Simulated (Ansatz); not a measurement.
# HNO (nitroxyl): the cost of one run

Computed with the Python package of Ansatz 0.2.0. The levels of theory stand in the script.

**1. The system**

Bond lengths: N1–O2 1.235 Å, N1–H3 1.019 Å. Angles: O2–N1–H3 111.0°.

No structure file is read: the coordinates are typed or built in the script.

**2. Script**

Contents of composite_hno.py:

```python
# -*- coding: utf-8 -*-
'''A composite energy for HNO: DFT geometry, MP2 basis limit, coupled-cluster correction.'''

import itertools
import logging
import sys

import ansatz as az
from ase.data import atomic_numbers, covalent_radii
import numpy as np

logging.basicConfig(stream=sys.stdout, format='%(name)s: %(message)s')
log = logging.getLogger('calc')
log.setLevel(logging.INFO)

config = {
    'basis': 'def2-SVP',
    'xc': 'B3LYP',
}

geometry_ang = [
    ('N', (-0.0825, 0.4217, 0.0)),
    ('O', (0.9719, -0.2213, 0.0)),
    ('H', (-0.8894, -0.2003, 0.0)),
]
system = az.Crystal.molecule()
for symbol, xyz in geometry_ang:
    system = system.atom(symbol, xyz)

model = (
    system.calculation()
    .basis(gaussian=config['basis'])
    .functional(config['xc'])
    .scf(lower_state_search='light')
)
symbols = [site.symbol for site in system.cartesian_sites]
start = np.array([site.position_ang for site in system.cartesian_sites], dtype=float)
report = model.relax(force_tolerance=0.01).run(threads=1, backend='cpu').report
end = np.array(report['positions_ang'])
# pairs closer than 1.2 times the sum of covalent radii, before or after
radius = [covalent_radii[atomic_numbers[s]] for s in symbols]
span = lambda where, i, j: np.linalg.norm(where[i] - where[j])
bonded = [(i, j) for i, j in itertools.combinations(range(len(symbols)), 2) if min(span(start, i, j), span(end, i, j)) < 1.2 * (radius[i] + radius[j])]
log.info('pair        before    after (A)')
for i, j in bonded:
    print(f'{symbols[i]}{i}-{symbols[j]}{j}'.ljust(10), f'{span(start, i, j):8.4f} {span(end, i, j):8.4f}')

minimum = az.Crystal.molecule()
for symbol, place in zip(symbols, end):
    minimum = minimum.atom(symbol, place.tolist())
at_minimum = minimum.calculation()
# MP2 extrapolated to the basis limit, plus the small-basis difference CCSD(T) - MP2
level = lambda method, basis: at_minimum.basis(gaussian=basis).correlation(method).run(threads=1, backend='cpu').report
small, large, cluster = level('mp2', 'cc-pVDZ'), level('mp2', 'cc-pVTZ'), level('ccsd_t', 'cc-pVDZ')
corr = lambda each: (each['free_energy_ev'] - each['reference_energy_ev']) / 27.211386246
mp2_limit = (27 * corr(large) - 8 * corr(small)) / 19
pieces = {'HF / cc-pVTZ': large['reference_energy_ev'] / 27.211386246, 'MP2 correlation, DZ-TZ limit': mp2_limit, 'CCSD(T) - MP2 / cc-pVDZ': corr(cluster) - corr(small)}
for name, value in pieces.items():
    log.info(f'{name:32s} {value:14.6f} Ha')
log.info(f'{"sum":32s} {sum(pieces.values()):14.6f} Ha')
print('T1 diagnostic', round(cluster['correlation']['coupled_cluster']['t1_diagnostic'], 4))
```

**3. The run**

The run is started by

```sh
$ python composite_hno.py
```

**Question.** How long does this script take on 1 thread of Arm Neoverse V2, shared host, and how much memory does it need?

About 3.4 s, with a peak of 0.17 GiB.
